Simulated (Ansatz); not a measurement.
Start from `C=COCOC` and change one atom or group to get `C=COCCC`.

Ansatz, PBE0-D4/def2-TZVP geometries, multiplicity 1. Each molecule was computed in one conformer, which needn't be the lowest.

```
                                          property  `C=COCOC`
               LUMO energy (B3LYP/def2-TZVPP) / eV       0.38
                 LUMO energy (PBE/def2-TZVPP) / eV      -0.37
                 HOMO energy (PBE/def2-TZVPP) / eV      -5.54
size of the dipole moment (ωB97M-V/def2-TZVPP) / D       0.94
                LUMO energy (PBE0/def2-TZVPP) / eV       0.65
    size of the dipole moment (PBE/def2-TZVPP) / D       0.99
```

Problem. Give the same properties after the change, and the shifts. (Best estimate.)

Solution. The calculation gave: 
```csv
property,`C=COCCC`,shift
LUMO energy (B3LYP/def2-TZVPP) / eV,0.68,0.30
LUMO energy (PBE/def2-TZVPP) / eV,-0.08,0.29
HOMO energy (PBE/def2-TZVPP) / eV,-5.46,0.08
size of the dipole moment (ωB97M-V/def2-TZVPP) / D,0.99,0.05
LUMO energy (PBE0/def2-TZVPP) / eV,0.95,0.30
size of the dipole moment (PBE/def2-TZVPP) / D,1.04,0.05
```

With PBE0 the HOMO rises by 0.08 eV and the LUMO rises by 0.30 eV, so the gap widens by about 0.22 eV. PBE moves the HOMO by 0.08 eV and ωB97M-V by 0.07 eV. Dipoles are sizes alone; their direction can turn.

B3LYP here is the variant with VWN-RPA as its local correlation; programs differ in this.
